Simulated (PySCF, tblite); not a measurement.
# CH4O: protonation

Aim: compute the protonation of CH4O (`CO`).

Programs: tblite 0.8.0 and PySCF 2.14.0, with routines of our own; each step states its level. All values are computed. Atoms count from 0.

### 1 The starting structure

6 atoms, charge 0, multiplicity 1; geometry from: start built from the parent or by distance geometry.

### 2 Optimising the geometry with GFN2-xTB

The job: settings as JSON, then the geometry in Å.

```
{"job": {"kind": "relax", "xc": "GFN2-xTB", "basis": "xTB"}, "charge": 0, "multiplicity": 1}
C     -0.380800    -0.017100    -0.008100
O      0.874300    -0.419400    -0.419400
H     -0.376200    -0.127200     1.109900
H     -1.120600    -0.649200    -0.530900
H     -0.486800     1.047600    -0.293600
H      1.496300     0.169300     0.098900
```

On the command line:

```console
$ OMP_NUM_THREADS=1 python redox_run.py task.json out
```

The driver reads the jobs from task.json and runs them one after another.

The program printed:

```text
step      E/eV     max force
  0    -223.66620    2.107
  1    -223.74555    0.814
  2    -223.77462    0.591
  3    -223.81983    0.425
  4    -223.82683    0.355
  5    -223.83480    0.351
  6    -223.83998    0.320
  7    -223.84251    0.132
  8    -223.84318    0.095
  9    -223.84352    0.054
 10    -223.84375    0.052
 11    -223.84388    0.026
 12    -223.84393    0.017
 13    -223.84394    0.011
 14    -223.84395    0.012
 15    -223.84397    0.014
 16    -223.84398    0.014
 17    -223.84400    0.014
 18    -223.84402    0.019
 19    -223.84404    0.022
 20    -223.84406    0.019
 21    -223.84408    0.013
 22    -223.84408    0.004
```

Run time: 0.04 s. Hardware: 1 thread of Arm Neoverse V1, shared host.

The steps of the relaxation:

| step | energy from step 0 (eV) | largest force (eV/Å) |
| --- | --- | --- |
| 0 | 0.0000 | 2.1069 |
| 1 | -0.0794 | 0.8138 |
| 2 | -0.1084 | 0.5913 |
| 3 | -0.1536 | 0.4254 |
| 4 | -0.1606 | 0.3550 |
| 5 | -0.1686 | 0.3511 |
| 6 | -0.1738 | 0.3197 |
| 7 | -0.1763 | 0.1320 |
| 8 | -0.1770 | 0.0948 |
| 9 | -0.1773 | 0.0537 |
| 10 | -0.1775 | 0.0517 |
| 11 | -0.1777 | 0.0265 |
| 12 | -0.1777 | 0.0168 |
| 13 | -0.1777 | 0.0112 |
| 14 | -0.1778 | 0.0122 |
| 15 | -0.1778 | 0.0144 |
| 16 | -0.1778 | 0.0142 |
| 17 | -0.1778 | 0.0136 |
| 18 | -0.1778 | 0.0188 |
| 19 | -0.1778 | 0.0223 |
| 20 | -0.1779 | 0.0186 |
| 21 | -0.1779 | 0.0127 |
| 22 | -0.1779 | 0.0037 |

Close pairs (by a distance rule), those that changed most:

```csv
bond,before (Å),after (Å),change (Å)
O1–H5,1.001,0.963,-0.038
C0–H2,1.123,1.095,-0.028
C0–O1,1.381,1.406,+0.026
C0–H3,1.105,1.088,-0.016
C0–H4,1.107,1.095,-0.012
```

The next job starts from the end point, and lists it.

### 3 Vibrational analysis with GFN2-xTB

The job: settings as JSON, then the geometry in Å.

```
{"job": {"kind": "ir", "xc": "GFN2-xTB", "basis": "xTB"}, "charge": 0, "multiplicity": 1}
C     -0.361582     0.001303     0.009787
O      0.915042    -0.416828    -0.405979
H     -0.494236    -0.115248     1.090892
H     -1.078634    -0.635993    -0.504234
H     -0.555053     1.044530    -0.262466
H      1.580708     0.126217     0.028851
```

The program printed:

```text
mode    cm-1     km/mol
  1     373.6    152.29
  2    1030.9     86.43
  3    1091.3     25.84
  4    1140.2      2.85
  5    1314.6     67.99
  6    1416.5      3.39
  7    1485.2      4.70
  8    1489.7      1.38
  9    2919.4     68.14
 10    2938.9     54.81
 11    3034.2     17.68
 12    3558.7      7.80
ZPE 130.353  H(298)-E 141.433  G(298)-E 70.778 kJ/mol  S 236.98 J/(mol K)
```

Run time: 0.07 s. Hardware: 1 thread of Arm Neoverse V1, shared host.

The strongest bands and the atoms that carry them (share of the mass-weighted mode):

| cm⁻¹ | km/mol | atoms |
| --- | --- | --- |
| 374 | 152.3 | H5 74 % |
| 1031 | 86.4 | H3 36 %, H5 25 %, O1 13 %, C0 11 % |
| 1091 | 25.8 | C0 45 %, O1 33 %, H5 11 % |
| 1315 | 68.0 | H5 54 %, C0 13 %, H3 13 %, O1 11 % |
| 2919 | 68.1 | H2 46 %, H4 45 % |
| 2939 | 54.8 | H4 49 %, H2 47 % |
| 3034 | 17.7 | H3 93 % |
| 3559 | 7.8 | H5 94 % |

### 4 Geometry optimisation at PBE0-D3(BJ)/def2-SVP

Settings changed since step 3:

```diff
@@ -1,2 +1,2 @@
-{"job": {"kind": "ir", "xc": "GFN2-xTB", "basis": "xTB"}, "charge": 0, "multiplicity": 1}
+{"job": {"xc": "PBE0", "basis": "def2-SVP", "d3": "d3bj", "grid": 1, "kind": "geom"}, "charge": 0, "multiplicity": 1}
 C     -0.361582     0.001303     0.009787
```

The program printed:

```text
step   0  E = -115.49965673  max force = 0.018833
step   1  E = -115.50022481  max force = 0.003003
step   2  E = -115.50023535  max force = 0.000176
optimisation converged
```

Run time: 1.5 s. Hardware: 1 thread of Arm Neoverse V1, shared host.

Step by step:

| step | energy from step 0 (eV) | largest force component (eV/Å) |
| --- | --- | --- |
| 0 | 0.0000 | 0.9684 |
| 1 | -0.0155 | 0.1544 |
| 2 | -0.0157 | 0.0091 |

Distances of close pairs at the start and the end, largest changes first:

```
 bond  before (Å)  after (Å)  change (Å)
C0–H4       1.095      1.108      +0.013
C0–H2       1.095      1.108      +0.013
C0–H3       1.088      1.100      +0.012
C0–O1       1.406      1.397      -0.009
O1–H5       0.963      0.962      -0.001
```

The end geometry stands in the next job.

```csv
at the end point,value
point group (found at 0.08 Å tolerance),Cs
"rotational constants (GHz, main isotopes)","127.5, 25.254, 24.360"
dipole moment (D),1.64
```

### 5 Harmonic vibrations (CH₄O): PBE0-D3(BJ)/def2-SVP

The job: settings as JSON, then the geometry in Å.

```
{"job": {"xc": "PBE0", "basis": "def2-SVP", "d3": "d3bj", "grid": 2, "kind": "hessian"}, "charge": 0, "multiplicity": 1}
C     -0.341602    -0.008036     0.007169
O      0.928954    -0.404717    -0.417888
H     -0.497537    -0.128995     1.097672
H     -1.079888    -0.647119    -0.500059
H     -0.583004     1.041702    -0.253569
H      1.579417     0.149442     0.022940
```

The program printed:

```text
coarse grid: 4656 points
cycle   1  E = -115.4183328846  dE =  6.192e-02  |g| = 5.665e-01  |ddm| = 2.148e+00
cycle   2  E = -115.3710922372  dE =  4.724e-02  |g| = 7.627e-01  |ddm| = 1.014e+00
cycle   3  E = -115.4789247499  dE = -1.078e-01  |g| = 3.889e-02  |ddm| = 6.075e-01
cycle   4  E = -115.4791869474  dE = -2.622e-04  |g| = 1.510e-02  |ddm| = 3.516e-02
cycle   5  E = -115.4792404392  dE = -5.349e-05  |g| = 3.734e-03  |ddm| = 1.487e-02
cycle   6  E = -115.4792435982  dE = -3.159e-06  |g| = 1.936e-04  |ddm| = 2.931e-03
final grid: 43904 points
cycle   7  E = -115.5002101809  dE = -9.183e-06  |g| = 6.370e-03  |ddm| = 1.293e-02
cycle   8  E = -115.5002050306  dE =  5.150e-06  |g| = 8.253e-03  |ddm| = 9.654e-03
cycle   9  E = -115.5002186309  dE = -1.360e-05  |g| = 5.181e-04  |ddm| = 5.474e-03
cycle  10  E = -115.5002186891  dE = -5.822e-08  |g| = 6.684e-05  |ddm| = 4.818e-04
cycle  11  E = -115.5002186900  dE = -9.001e-10  |g| = 7.620e-06  |ddm| = 4.887e-05
cycle  12  E = -115.5002186900  dE = -1.108e-11  |g| = 7.452e-07  |ddm| = 7.815e-06
converged SCF energy = -115.5002186900

mode    cm-1
  1     339.2
  2    1076.5
  3    1145.7
  4    1178.3
  5    1369.2
  6    1470.7
  7    1475.7
  8    1496.6
  9    2990.6
 10    3052.3
 11    3141.6
 12    3898.4
ZPE 135.386  H(298)-E 146.521  G(298)-E 75.728 kJ/mol  S 237.44 J/(mol K)
```

Run time: 8.4 s. Hardware: 1 thread of Arm Neoverse V1, shared host; peak memory 0.63 GiB.

Zero-point energy 135.39 kJ/mol (xTB gave 130.35).

### 6 Single point (CH4O): wB97X-D3(BJ)/def2-TZVP

Geometry: PBE0-D3(BJ)/def2-SVP.

The job: settings as JSON, then the geometry in Å.

```
{"job": {"kind": "sp", "xc": "wB97X", "basis": "def2-TZVP", "d3": "d3bj", "grid": 2}, "charge": 0, "multiplicity": 1}
C     -0.341602    -0.008036     0.007169
O      0.928954    -0.404717    -0.417888
H     -0.497537    -0.128995     1.097672
H     -1.079888    -0.647119    -0.500059
H     -0.583004     1.041702    -0.253569
H      1.579417     0.149442     0.022940
```

The program printed:

```text
coarse grid: 4656 points
cycle   1  E = -115.7512898034  dE =  6.456e-02  |g| = 5.569e-01  |ddm| = 1.494e+00
cycle   2  E = -115.7529204018  dE = -1.631e-03  |g| = 5.854e-01  |ddm| = 5.556e-01
cycle   3  E = -115.8076912552  dE = -5.477e-02  |g| = 2.885e-02  |ddm| = 2.623e-01
cycle   4  E = -115.8078484905  dE = -1.572e-04  |g| = 6.165e-03  |ddm| = 1.974e-02
cycle   5  E = -115.8078595724  dE = -1.108e-05  |g| = 1.160e-03  |ddm| = 7.159e-03
cycle   6  E = -115.8078599570  dE = -3.846e-07  |g| = 4.737e-04  |ddm| = 1.587e-03
final grid: 43904 points
cycle   7  E = -115.8063660758  dE = -2.205e-05  |g| = 3.514e-03  |ddm| = 1.542e-02
cycle   8  E = -115.8063661920  dE = -1.162e-07  |g| = 3.401e-03  |ddm| = 2.871e-03
cycle   9  E = -115.8063679909  dE = -1.799e-06  |g| = 2.387e-04  |ddm| = 1.439e-03
cycle  10  E = -115.8063680019  dE = -1.106e-08  |g| = 9.983e-05  |ddm| = 2.142e-04
cycle  11  E = -115.8063680043  dE = -2.395e-09  |g| = 1.537e-05  |ddm| = 6.825e-05
converged SCF energy = -115.8063680043
```

It took 1.8 s on 1 thread of Arm Neoverse V1, shared host.

The fields below are evaluated on a grid from the run's orbitals.

Frontier orbitals at wB97X/def2-TZVP, with the share of their density that lies nearest to each atom:

```
orbital  energy (eV)                                   lies on
   HOMO       -10.50   O1 64 %; H2, H4 about 12 % each; H5 6 %
   LUMO         2.97  H5 50 %; H2, H4 about 14 % each; O1 11 %
```

ELF in a plane through or near 4 of the atoms.

Values, 10 rows by 14 columns:
```
0.00 0.00 0.00 0.00 0.00 0.00 0.00 0.00 0.00 0.00 0.00 0.00 0.00 0.00
0.00 0.00 0.00 0.00 0.00 0.00 0.00 0.00 0.00 0.00 0.00 0.00 0.00 0.00
0.00 0.00 0.00 0.00 0.00 0.00 0.01 0.03 0.02 0.01 0.00 0.00 0.00 0.00
0.00 0.00 0.00 0.28 0.43 0.04 0.05 0.36 0.28 0.07 0.00 0.00 0.00 0.00
0.00 0.00 0.04 0.77 0.97 0.68 0.25 0.54 0.56 0.17 0.01 0.00 0.00 0.00
0.00 0.00 0.01 0.42 0.85 0.54 0.81 0.32 0.65 0.76 0.39 0.03 0.00 0.00
0.00 0.00 0.00 0.12 0.68 0.85 0.73 0.41 1.00 1.00 0.97 0.19 0.00 0.00
0.00 0.00 0.00 0.08 0.48 0.69 0.34 0.03 0.93 0.99 0.79 0.02 0.00 0.00
0.00 0.00 0.00 0.00 0.02 0.05 0.01 0.00 0.05 0.06 0.00 0.00 0.00 0.00
0.00 0.00 0.00 0.00 0.00 0.00 0.00 0.00 0.00 0.00 0.00 0.00 0.00 0.00
```
The map spans 8.3 Å across and 6.9 Å up, centred on the molecule. Atoms in the plane (x, y in Å): C0 (0.3, 0.0), O1 (-0.9, -0.5), H3 (1.1, -0.9), H5 (-1.6, 0.2).

log10 of the density (e/Å³) in the same plane.

Values, 10 rows by 14 columns:
```
-4.0 -4.0 -4.0 -4.0 -4.0 -4.0 -4.0 -4.0 -4.0 -4.0 -4.0 -4.0 -4.0 -4.0
-4.0 -4.0 -4.0 -4.0 -4.0 -4.0 -3.6 -3.3 -3.3 -3.6 -4.0 -4.0 -4.0 -4.0
-4.0 -4.0 -4.0 -3.6 -3.3 -3.0 -2.5 -2.1 -2.2 -2.6 -3.2 -4.0 -4.0 -4.0
-4.0 -4.0 -3.3 -2.2 -1.8 -1.8 -1.5 -0.9 -1.0 -1.6 -2.4 -3.4 -4.0 -4.0
-4.0 -3.7 -2.6 -1.3 -0.3 -0.4 -0.5  0.1 -0.1 -0.9 -1.9 -2.9 -4.0 -4.0
-4.0 -3.7 -2.5 -1.0  0.1  0.7  0.4  1.1  0.2 -0.4 -1.4 -2.5 -3.8 -4.0
-4.0 -4.0 -2.9 -1.4 -0.3  0.6  0.2 -0.4  0.1 -0.2 -1.3 -2.4 -3.7 -4.0
-4.0 -4.0 -3.4 -2.1 -1.3 -0.9 -1.1 -1.5 -1.2 -1.3 -1.9 -2.8 -4.0 -4.0
-4.0 -4.0 -4.0 -3.2 -2.6 -2.3 -2.5 -2.7 -2.5 -2.6 -3.0 -3.6 -4.0 -4.0
-4.0 -4.0 -4.0 -4.0 -4.0 -4.0 -4.0 -4.0 -3.8 -3.8 -4.0 -4.0 -4.0 -4.0
```
The map spans 8.3 Å across and 6.9 Å up, centred on the molecule. Atoms in the plane (x, y in Å): C0 (0.3, 0.0), O1 (-0.9, -0.5), H3 (1.1, -0.9), H5 (-1.6, 0.2).

On the surface of density 0.002 e/bohr³ the electrostatic potential runs, from the 1st to the 99th percentile, from -1.62 V near O1 to 2.26 V near H5.

### 7 Geometry optimisation with GFN2-xTB

This step treats CH5O+, `C[OH2+]`.

The job: settings as JSON, then the geometry in Å.

```
{"job": {"kind": "relax", "xc": "GFN2-xTB", "basis": "xTB"}, "charge": 1, "multiplicity": 1}
C     -0.325400    -0.014200     0.001900
O      0.918200    -0.396100    -0.440900
H     -0.480100    -0.136600     1.100900
H     -1.082400    -0.632500    -0.520700
H     -0.586200     1.037900    -0.242200
H      1.568400     0.147700     0.014200
H      1.031300    -1.149600    -1.066200
```

The program printed:

```text
step      E/eV     max force
  0    -224.24388    3.582
  1    -224.37383    0.903
  2    -224.40099    0.715
  3    -224.44222    0.559
  4    -224.45819    0.514
  5    -224.47548    0.520
  6    -224.49135    0.654
  7    -224.52249    0.767
  8    -224.55020    0.781
  9    -224.58604    0.641
 10    -224.60671    0.454
 11    -224.61580    0.369
 12    -224.63213    0.562
 13    -224.63768    0.354
 14    -224.64222    0.151
 15    -224.64376    0.106
 16    -224.64457    0.108
 17    -224.64561    0.107
 18    -224.64656    0.094
 19    -224.64759    0.111
 20    -224.64875    0.124
 21    -224.65025    0.167
 22    -224.65247    0.190
 23    -224.65601    0.213
 24    -224.66131    0.267
 25    -224.66794    0.253
 26    -224.67269    0.140
 27    -224.67412    0.090
 28    -224.67448    0.072
 29    -224.67470    0.091
 30    -224.67500    0.033
 31    -224.67513    0.034
 32    -224.67519    0.042
 33    -224.67524    0.030
 34    -224.67529    0.018
 35    -224.67533    0.022
 36    -224.67535    0.023
 37    -224.67536    0.013
 38    -224.67537    0.005
```

Run time: 0.13 s. Hardware: 1 thread of Arm Neoverse V1, shared host.

Relaxation path: (not every step is listed)

```csv
step,energy from step 0 (eV),largest force (eV/Å)
0,0.0000,3.5817
1,-0.1300,0.9031
2,-0.1571,0.7150
3,-0.1983,0.5587
4,-0.2143,0.5142
5,-0.2316,0.5204
6,-0.2475,0.6538
7,-0.2786,0.7670
8,-0.3063,0.7813
10,-0.3628,0.4544
12,-0.3882,0.5620
14,-0.3983,0.1510
16,-0.4007,0.1083
18,-0.4027,0.0941
20,-0.4049,0.1236
22,-0.4086,0.1902
24,-0.4174,0.2671
26,-0.4288,0.1396
28,-0.4306,0.0716
30,-0.4311,0.0332
32,-0.4313,0.0419
33,-0.4314,0.0301
34,-0.4314,0.0175
35,-0.4315,0.0216
36,-0.4315,0.0228
37,-0.4315,0.0132
38,-0.4315,0.0046
```

Distances of close pairs at the start and the end, largest changes first:

| bond | before (Å) | after (Å) | change (Å) |
| --- | --- | --- | --- |
| C0–O1 | 1.374 | 1.463 | +0.089 |
| C0–H2 | 1.117 | 1.089 | -0.028 |
| C0–H4 | 1.111 | 1.089 | -0.022 |
| O1–H5 | 0.962 | 0.982 | +0.020 |
| C0–H3 | 1.108 | 1.089 | -0.020 |
| O1–H6 | 0.986 | 0.982 | -0.004 |

The final coordinates are the input of the step that follows.

### 8 Harmonic vibrations with GFN2-xTB

The job: settings as JSON, then the geometry in Å.

```
{"job": {"kind": "ir", "xc": "GFN2-xTB", "basis": "xTB"}, "charge": 1, "multiplicity": 1}
C     -0.397294    -0.008250    -0.025279
O      0.903429    -0.285705    -0.634739
H     -0.437654    -0.336056     1.012465
H     -1.154360    -0.524228    -0.613578
H     -0.569638     1.064973    -0.088819
H      1.616130     0.197090    -0.162270
H      1.083235    -1.251156    -0.640871
```

The program printed:

```text
mode    cm-1     km/mol
  1     296.7     66.80
  2     895.6    269.40
  3     895.9    124.88
  4     937.2     22.97
  5    1115.8     44.41
  6    1162.5      0.71
  7    1359.4    165.19
  8    1403.7     35.42
  9    1410.0     29.27
 10    1421.8     34.51
 11    3047.5      0.07
 12    3064.3      6.88
 13    3067.0     10.82
 14    3252.6    235.27
 15    3259.0    109.57
ZPE 159.037  H(298)-E 170.670  G(298)-E 98.464 kJ/mol  S 242.18 J/(mol K)
```

It took 0.09 s on 1 thread of Arm Neoverse V1, shared host.

Which atoms move in the most intense modes:

```csv
cm⁻¹,km/mol,atoms
297,66.8,"H5 32 %, H6 32 %, H3 12 %, H4 12 %"
896,269.4,"H5 58 %, H6 15 %, H3 11 %"
896,124.9,"H6 56 %, H4 16 %, H5 14 %"
1116,44.4,"H2 38 %, C0 17 %, H3 13 %, H4 13 %"
1359,165.2,"H6 29 %, H5 29 %, H2 13 %"
1404,35.4,"H2 21 %, H4 20 %, H3 20 %, H6 15 %"
3253,235.3,"H6 55 %, H5 37 %"
3259,109.6,"H5 57 %, H6 40 %"
```

### 9 Optimising the geometry at PBE0-D3(BJ)/def2-SVP

This step treats CH₅O+, `C[OH2+]`.

Settings changed since step 8:

```diff
@@ -1,2 +1,2 @@
-{"job": {"kind": "ir", "xc": "GFN2-xTB", "basis": "xTB"}, "charge": 1, "multiplicity": 1}
+{"job": {"xc": "PBE0", "basis": "def2-SVP", "d3": "d3bj", "grid": 1, "kind": "geom"}, "charge": 1, "multiplicity": 1}
 C     -0.397294    -0.008250    -0.025279
```

The program printed:

```text
step   0  E = -115.80190031  max force = 0.017242
step   1  E = -115.80338808  max force = 0.006553
step   2  E = -115.80355805  max force = 0.002414
step   3  E = -115.80364692  max force = 0.001261
step   4  E = -115.80372647  max force = 0.001895
step   5  E = -115.80377257  max force = 0.001331
step   6  E = -115.80380837  max force = 0.001699
step   7  E = -115.80383672  max force = 0.001379
step   8  E = -115.80385273  max force = 0.000850
step   9  E = -115.80385582  max force = 0.000353
optimisation converged
```

It took 5.3 s on 1 thread of Arm Neoverse V1, shared host.

Relaxation path:

```
step  energy from step 0 (eV)  largest force component (eV/Å)
   0                   0.0000                          0.8866
   1                  -0.0405                          0.3370
   2                  -0.0451                          0.1241
   3                  -0.0475                          0.0648
   4                  -0.0497                          0.0974
   5                  -0.0509                          0.0684
   6                  -0.0519                          0.0874
   7                  -0.0527                          0.0709
   8                  -0.0531                          0.0437
   9                  -0.0532                          0.0182
```

Distances of close pairs at the start and the end, largest changes first:

| bond | before (Å) | after (Å) | change (Å) |
| --- | --- | --- | --- |
| C0–O1 | 1.463 | 1.485 | +0.022 |
| C0–H2 | 1.089 | 1.096 | +0.007 |
| C0–H3 | 1.089 | 1.095 | +0.006 |
| C0–H4 | 1.089 | 1.095 | +0.006 |
| O1–H6 | 0.982 | 0.978 | -0.004 |
| O1–H5 | 0.982 | 0.978 | -0.004 |

The next job starts from the end point, and lists it.

```
                         at the end point                  value
  point group (found at 0.08 Å tolerance)                     Cs
rotational constants (GHz, main isotopes)  104.3, 21.626, 20.717
```

### 10 Harmonic vibrations (CH5O+): PBE0-D3(BJ)/def2-SVP

The job: settings as JSON, then the geometry in Å.

```
{"job": {"xc": "PBE0", "basis": "def2-SVP", "d3": "d3bj", "grid": 2, "kind": "hessian"}, "charge": 1, "multiplicity": 1}
C     -0.433362     0.021870    -0.009519
O      0.878091    -0.366995    -0.588734
H     -0.398211    -0.109761     1.078455
H     -1.168575    -0.630967    -0.491703
H     -0.584096     1.065249    -0.305838
H      1.637223     0.195174    -0.336299
H      1.114824    -1.311911    -0.505352
```

The program printed:

```text
coarse grid: 5272 points
cycle   1  E = -115.7665324710  dE =  3.512e-01  |g| = 2.797e-01  |ddm| = 2.225e+00
cycle   2  E = -115.7742314256  dE = -7.699e-03  |g| = 2.312e-01  |ddm| = 3.738e-01
cycle   3  E = -115.7827222202  dE = -8.491e-03  |g| = 6.616e-02  |ddm| = 1.557e-01
cycle   4  E = -115.7835382277  dE = -8.160e-04  |g| = 5.177e-03  |ddm| = 3.965e-02
cycle   5  E = -115.7835431825  dE = -4.955e-06  |g| = 1.598e-03  |ddm| = 4.896e-03
final grid: 49280 points
cycle   6  E = -115.8038576696  dE = -1.546e-05  |g| = 7.073e-03  |ddm| = 1.479e-02
cycle   7  E = -115.8038549484  dE =  2.721e-06  |g| = 8.161e-03  |ddm| = 1.052e-02
cycle   8  E = -115.8038692570  dE = -1.431e-05  |g| = 7.797e-04  |ddm| = 5.406e-03
cycle   9  E = -115.8038693750  dE = -1.180e-07  |g| = 6.934e-05  |ddm| = 5.274e-04
cycle  10  E = -115.8038693758  dE = -8.599e-10  |g| = 9.051e-06  |ddm| = 4.233e-05
cycle  11  E = -115.8038693759  dE = -1.580e-11  |g| = 8.426e-07  |ddm| = 6.630e-06
converged SCF energy = -115.8038693759

mode    cm-1
  1     261.9
  2     658.3
  3     887.2
  4     938.7
  5    1166.2
  6    1278.3
  7    1447.6
  8    1458.9
  9    1463.5
 10    1658.9
 11    3108.4
 12    3255.3
 13    3263.2
 14    3680.4
 15    3761.7
ZPE 169.202  H(298)-E 181.101  G(298)-E 108.350 kJ/mol  S 244.01 J/(mol K)
```

Wall time 12 s (1 thread of Arm Neoverse V1, shared host); peak memory 0.75 GiB.

Zero-point energy 169.20 kJ/mol (xTB gave 159.04).

### 11 Single point (CH5O+): wB97X-D3(BJ)/def2-TZVP

Geometry: PBE0-D3(BJ)/def2-SVP.

Settings changed since step 10:

```diff
@@ -1,2 +1,2 @@
-{"job": {"xc": "PBE0", "basis": "def2-SVP", "d3": "d3bj", "grid": 2, "kind": "hessian"}, "charge": 1, "multiplicity": 1}
+{"job": {"kind": "sp", "xc": "wB97X", "basis": "def2-TZVP", "d3": "d3bj", "grid": 2}, "charge": 1, "multiplicity": 1}
 C     -0.433362     0.021870    -0.009519
```

The program printed:

```text
coarse grid: 5272 points
cycle   1  E = -116.0790080619  dE =  3.986e-01  |g| = 3.369e-01  |ddm| = 1.526e+00
cycle   2  E = -116.1049236027  dE = -2.592e-02  |g| = 1.648e-01  |ddm| = 3.116e-01
cycle   3  E = -116.1094701793  dE = -4.547e-03  |g| = 4.822e-02  |ddm| = 9.191e-02
cycle   4  E = -116.1098716329  dE = -4.015e-04  |g| = 1.750e-02  |ddm| = 3.226e-02
cycle   5  E = -116.1099200404  dE = -4.841e-05  |g| = 3.275e-03  |ddm| = 9.112e-03
cycle   6  E = -116.1099224693  dE = -2.429e-06  |g| = 5.994e-04  |ddm| = 3.378e-03
final grid: 49280 points
cycle   7  E = -116.1073562436  dE = -2.853e-05  |g| = 3.411e-03  |ddm| = 1.223e-02
cycle   8  E = -116.1073569016  dE = -6.580e-07  |g| = 2.897e-03  |ddm| = 2.384e-03
cycle   9  E = -116.1073582234  dE = -1.322e-06  |g| = 3.305e-04  |ddm| = 1.150e-03
cycle  10  E = -116.1073582425  dE = -1.912e-08  |g| = 1.157e-04  |ddm| = 2.081e-04
cycle  11  E = -116.1073582457  dE = -3.195e-09  |g| = 1.749e-05  |ddm| = 7.053e-05
converged SCF energy = -116.1073582457
```

Run time: 1.1 s. Hardware: 1 thread of Arm Neoverse V1, shared host.

### 12 Protonation: wB97X-D3(BJ)/def2-TZVP

This step combines the energies above: geometries from PBE0-D3(BJ)/def2-SVP, zero-point and thermal terms from PBE0-D3(BJ)/def2-SVP.

The job: settings as JSON, then the geometry in Å.

```
{"job": {"kind": "pa", "geom": {"xc": "PBE0", "basis": "def2-SVP", "d3": "d3bj", "grid": 1}, "hess": 1, "level": {"xc": "wB97X", "basis": "def2-TZVP", "d3": "d3bj"}}, "charge": 0, "multiplicity": 1}
C     -0.341602    -0.008036     0.007169
O      0.928954    -0.404717    -0.417888
H     -0.497537    -0.128995     1.097672
H     -1.079888    -0.647119    -0.500059
H     -0.583004     1.041702    -0.253569
H      1.579417     0.149442     0.022940
```

Output (the driver's rows laid out field by field):

```text
protonation site by site, wB97X-D3(BJ)/def2-TZVP // PBE0-D3(BJ)/def2-SVP

row 1
  formula                 CH5O
  charge                  1
  multiplicity            1
  smiles                  C[OH2+]
  kept                    yes
  pieces                  1
  point_group             Cs
  atom                    1
  element                 O
  electronic              790.25
  enthalpy                761.87
  free_energy             731.34
  share_gas               1.0
```

Wall time 31 s (1 thread of Arm Neoverse V1, shared host).

Energy given off on adding a proton (kJ/mol, gas phase, 298 K for the thermal columns):

```csv
site,product,electronic,enthalpy,free energy
O1,C[OH2+],790.2,761.9,731.3
```

[end of part 1 of 2]
